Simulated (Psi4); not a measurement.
# H2O+ (SMILES [OH2+]) at 6 levels

Aim: a comparison of 6 runs (UHF/def2-SVP, UB3LYP/6-31G*, UM06-2X/def2-SVP, UPBE0/def2-SVP, UBLYP/def2-TZVP, ROSCS-OMP2/6-311G*) of H2O+. 

The results are computed with Psi4 1.11.

6 further runs of the same task are left out: 3 that didn't finish, 3 set aside as unsound or not needed.

### 1 The structure to begin with

H2O+ has 3 atoms, charge +1, and is taken as a doublet. As SMILES, `[OH2+]`. Geometry: relaxed at GFN2-xTB.

Bond lengths: O1–H2 1.005 Å, O1–H3 1.005 Å. Angles: H2–O1–H3 120.7°.

### 2 Energy and gradient at UHF/def2-SVP (run 1)

Input file input.inp:

```
memory 1600 mb

molecule geom {
  1 2
  O     -0.48703911     0.32202823    -0.22620022
  H      0.92600360     1.24396891     0.64369741
  H     -0.43896448    -1.56601604    -0.41751609
  units bohr
  symmetry c1
}

set {
  reference     uhf
  puream        true
  e_convergence 1e-09
  d_convergence 1e-08
  scf_type      pk
  maxiter       200
}

e, wfn = gradient('hf/def2-SVP', return_wfn=True)
oeprop(wfn, 'WIBERG_LOWDIN_INDICES', 'DIPOLE', 'MULLIKEN_CHARGES')
```

Run with:

```bash
$ psi4 -n 1 input.inp input.out
```

input.out:

```text
[...]
  Running in c1 symmetry.
[...]
  Nuclear repulsion =    8.731733479551279
[...]
  Multiplicity = 2
[...]
  Nalpha       = 5
  Nbeta        = 4
[...]
    Number of basis functions: 24
[...]
   @UHF iter   1:   -75.52607454255879   -1.49654e-01   1.09091e-02 ADIIS/DIIS
[...]
   @UHF iter  12:   -75.56263525320759   -1.13687e-13   2.61228e-09 DIIS
[...]
   @S^2 Observed:                7.571960891E-01
[...]
  @UHF Final Energy:   -75.56263525320759
   => Energetics <=
    Nuclear Repulsion Energy =              8.7317334795512789
    One-Electron Energy =                -117.3040348111274511
    Two-Electron Energy =                  33.0096660783685749
    Total Energy =                        -75.5626352532075884
  UHF NO Occupations:
  HONO-2 :    3  A 1.9990268
  HONO-1 :    4  A 1.9977292
[...]
  -Total Gradient:
     Atom            X                  Y                   Z
    ------   -----------------  -----------------  -----------------
       1        0.000805257780    -0.000459450625    -0.000000000000
       2        0.009829400449     0.017187928449     0.000000000000
       3       -0.010634658229    -0.016728477823     0.000000000000
[...]
 Multipole Moments:
 ------------------------------------------------------------------------------------
     Multipole            Electronic (a.u.)      Nuclear  (a.u.)        Total (a.u.)
 ------------------------------------------------------------------------------------
 L = 1.  Multiply by 2.5417464519 to convert [e a0] to [Debye]
 Dipole X            :          0.0683472            0.7082188            0.7765660
 Dipole Y            :         -0.0412865           -0.4276722           -0.4689587
 Dipole Z            :         -0.0000000            0.0000000           -0.0000000
 Magnitude           :                                                    0.9071808
[...]
```

Run time: 2.4 s. Hardware: 1 thread of Intel Xeon Platinum 8259CL at 2.50GHz (Skylake/Cascade Lake), shared host; peak memory 0.2 GiB.

### 3 Energy and forces at UB3LYP/6-31G(d) (spherical functions) (run 2)

Input file h2o.inp:

```
memory 1600 mb

molecule system {
  1 2
  O
  H 1 r2
  H 1 r3 2 a3

  r2 = 1.004515
  r3 = 1.004548
  a3 = 120.68917
  symmetry c1
  no_reorient
  no_com
}

set basis 6-31G*
set reference uks
set puream true
set e_convergence 1e-09
set d_convergence 1e-08
set scf_type pk
set dft_radial_points 99
set dft_spherical_points 590
set maxiter 200

E, wfn = gradient("b3lyp", return_wfn=True)
oeprop(wfn, "LOWDIN_CHARGES", "WIBERG_LOWDIN_INDICES", "MULLIKEN_CHARGES")
```

Run with:

```bash
$ psi4 -n 1 h2o.inp h2o.out
```

h2o.out:

```text
[...]
  Running in c1 symmetry.
[...]
  Nuclear repulsion =    8.731736429678802
[...]
  Multiplicity = 2
[...]
  Nalpha       = 5
  Nbeta        = 4
[...]
    Number of basis functions: 18
[...]
   @UKS iter   1:   -75.94483229223592    1.21172e-01   7.89062e-03 ADIIS/DIIS
[...]
   @UKS iter   9:   -75.95480156755886   -5.96856e-13   3.02314e-09 DIIS
[...]
   @S^2 Observed:                7.526280338E-01
[...]
  @UKS Final Energy:   -75.95480156755886
   => Energetics <=
    Nuclear Repulsion Energy =              8.7317364296788025
    One-Electron Energy =                -117.3819270990082089
    Two-Electron Energy =                  39.9185480297946640
    DFT Exchange-Correlation Energy =      -7.2231589280241026
    Empirical Dispersion Energy =           0.0000000000000000
    VV10 Nonlocal Energy =                  0.0000000000000000
    Total Energy =                        -75.9548015675588459
[...]
  -Total Gradient:
     Atom            X                  Y                   Z
    ------   -----------------  -----------------  -----------------
       1       -0.022521435749    -0.012848617158    -0.000000000000
       2        0.012524901760     0.004217097329     0.000000000000
       3        0.009996324933     0.008631400604    -0.000000000000
[...]
  Mulliken Charges: (a.u.)
   Center  Symbol    Alpha    Beta     Spin     Total
       1     O     4.61320  3.55958  1.05363 -0.17278
       2     H     0.19340  0.22021 -0.02681  0.58639
       3     H     0.19340  0.22021 -0.02681  0.58639
   Total alpha =  5.00000, Total beta =  4.00000, Total charge =  1.00000
  Lowdin Charges: (a.u.)
   Center  Symbol    Alpha    Beta     Spin     Total
       1     O     4.46902  3.42491  1.04411  0.10607
       2     H     0.26549  0.28755 -0.02205  0.44696
       3     H     0.26549  0.28754 -0.02205  0.44697
[...]
```

Wall time 7.2 s (1 thread of Intel Xeon Platinum 8259CL at 2.50GHz (Skylake/Cascade Lake), shared host); peak memory 0.3 GiB.

Runs 3 to 4 aren't shown in full; the table further down has their settings and results.

### 4 Energy and gradient at UBLYP/def2-TZVP (run 5)

Input file calc.dat:

```
memory 1600 MB

molecule {
  1 2
  O
  H 1 R2
  H 1 R3 2 A3

  R2 = 1.004515
  R3 = 1.004548
  A3 = 120.68917
  symmetry c1
  no_reorient
  no_com
}

set basis def2-TZVP
set reference uks
set puream true
set e_convergence 1e-09
set d_convergence 1e-08
set scf_type pk
set dft_radial_points 99
set dft_spherical_points 590
set maxiter 200

energy_value = gradient('blyp')
print_variables()
```

Run with:

```bash
$ psi4 -n 1 calc.dat calc.out
```

calc.out:

```text
[...]
  Running in c1 symmetry.
[...]
  Nuclear repulsion =    8.731736429678802
[...]
  Multiplicity = 2
[...]
  Nalpha       = 5
  Nbeta        = 4
[...]
    Number of basis functions: 43
[...]
   @UKS iter   1:   -75.96241514301848    1.45637e-01   6.08807e-03 DIIS/ADIIS
[...]
   @UKS iter   9:   -75.98353137023177   -9.66338e-13   1.92112e-09 DIIS
[...]
   @S^2 Observed:                7.523417250E-01
[...]
  @UKS Final Energy:   -75.98353137023177
   => Energetics <=
    Nuclear Repulsion Energy =              8.7317364296788025
    One-Electron Energy =                -117.4831135566679876
    Two-Electron Energy =                  41.7092027274183721
    DFT Exchange-Correlation Energy =      -8.9413569706609639
    Empirical Dispersion Energy =           0.0000000000000000
    VV10 Nonlocal Energy =                  0.0000000000000000
    Total Energy =                        -75.9835313702317734
[...]
  -Total Gradient:
     Atom            X                  Y                   Z
    ------   -----------------  -----------------  -----------------
       1       -0.024306170165    -0.013864135011     0.000000000000
       2        0.011668794055     0.007795534497    -0.000000000000
       3        0.012637232544     0.006068518739    -0.000000000000
[...]
```

Run time: 8.4 s. Hardware: 1 thread of Intel Xeon Platinum 8259CL at 2.50GHz (Skylake/Cascade Lake), shared host; peak memory 0.43 GiB.

### 5 A single-point energy at ROSCS-OMP2/6-311G(d) (run 6)

Input file job.in:

```
memory 1600 mb

molecule {
  1 2
  O
  H 1 1.004515
  H 1 1.004548 2 120.68917
}

set basis 6-311G*
set reference rohf
set scf_type direct
set mp2_type conv

E, wfn = energy('scs-omp2', return_wfn=True)
print_variables()
```

Run with:

```bash
$ psi4 job.in job.out -n 1
```

job.out:

```text
[...]
  Running in cs symmetry.
[...]
  Nuclear repulsion =    8.731736429678804
[...]
  Multiplicity = 2
[...]
  Nalpha       = 5
  Nbeta        = 4
[...]
    Number of basis functions: 24
[...]
   @DF-ROHF iter   1:   -75.59725993637001   -1.73824e-01   9.16959e-03 DIIS
[...]
   @ROHF iter  14:   -75.62834124633150   -6.82121e-13   8.86996e-09 DIIS
[...]
  @ROHF Final Energy:   -75.62834124633150
   => Energetics <=
    Nuclear Repulsion Energy =              8.7317364296788043
    One-Electron Energy =                -117.4089945829817481
    Two-Electron Energy =                  33.0489169069714421
    Total Energy =                        -75.6283412463315017
[...]
 Multipole Moments:
 ------------------------------------------------------------------------------------
     Multipole            Electronic (a.u.)      Nuclear  (a.u.)        Total (a.u.)
 ------------------------------------------------------------------------------------
 L = 1.  Multiply by 2.5417464519 to convert [e a0] to [Debye]
 Dipole X            :         -0.1191562           -0.7189765           -0.8381327
 Dipole Y            :         -0.0678299           -0.4093283           -0.4771582
 Dipole Z            :          0.0000000            0.0000000            0.0000000
 Magnitude           :                                                    0.9644410
[...]
	MP2 Total Energy (a.u.)            : singles and total energies not available
[...]
	SCS-MP2 Total Energy (a.u.)        :   -75.81076561832033
[...]
	MP2 Total Energy (a.u.)            :   -75.80960771249354
[...]
	SCS-OMP2 Total Energy (a.u.)       :   -75.81076561832033
	SOS-OMP2 Total Energy (a.u.)       :   -75.79755865426658
[...]
	OMP2 Total Energy (a.u.)           :   -75.80960771248581
[...]
```

Run time: 2.6 s. Hardware: 1 thread of Intel Xeon Platinum 8259CL at 2.50GHz (Skylake/Cascade Lake), shared host; peak memory 0.16 GiB.

### 6 The series

```tsv
run	level	integration grid	task	energy (Eh)	HOMO energy (eV)	LUMO energy (eV)	⟨S²⟩	wall time
1	UHF/def2-SVP	–	gradient	-75.562635	-27.27	-8.17	0.757	2.4 s
2	UB3LYP/6-31G* (spherical functions)	99 radial × 590 angular	gradient	-75.954802	-21.86	-16.34	0.753	7.2 s
3	UM06-2X/def2-SVP	99 radial × 590 angular	gradient	-75.868853	-24.03	-13.95	0.753	11 s
4	UPBE0/def2-SVP	99 radial × 590 angular	gradient	-75.826818	-22.14	-15.66	0.753	7.8 s
5	UBLYP/def2-TZVP	99 radial × 590 angular	gradient	-75.983531	-20.16	-17.97	0.752	8.4 s
6	ROSCS-OMP2/6-311G*	–	energy	-75.810766	–	–	–	2.6 s
```

### 7 What came out

| quantity | value |
| --- | --- |
| run 6: total energy | -75.81077 Eh |
| run 6: correlation energy | -182.4 mEh |

What this shows: Totals of different functionals can't be ranked against each other. All runs together took 39 s, the longest 11 s.
